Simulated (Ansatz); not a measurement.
A made-up structure of CHOS, doublet:

O1  (1.280, -2.123, -0.938)
C2  (-0.402, 0.254, 0.554)
S3  (0.597, -0.582, -0.649)
H4  (0.580, 0.455, -1.499)
(Å)

It is relaxed with PBE-D4/def2-SVP and then PBE0-D4/def2-TZVP (Ansatz 0.2.0). Atoms count as bonded within 1.22 times the sum of their covalent radii (H–H: 0.88 Å). The end point is not checked to be a true minimum.

Problem. Does its bonding change? (A judgement: the text doesn't fix the answer.)

Solution. By the calculation: No: no bond forms or breaks.

Where it ends: The first stage lowers the energy by 1.02 eV in 6 steps. It ends as CHOS ([C][SH][O]):
O1  (1.180, -1.852, -0.917)
C2  (-0.339, 0.128, 0.554)
S3  (0.526, -0.593, -0.587)
H4  (0.688, 0.321, -1.582)
(Å)

Labels in which every atom is bracketed show which atoms are joined, not bond orders.

For scale, one of the runs: PBE0-D4/def2-TZVP relaxation, 105 basis functions, launched by `ansatz run in.yaml --threads 2 --pin off --events-out ev --progress --plain --max-ram 4352MiB`. Hardware: 2 CPU threads of an Arm Neoverse V1, shared host. Wall time about 16 s.
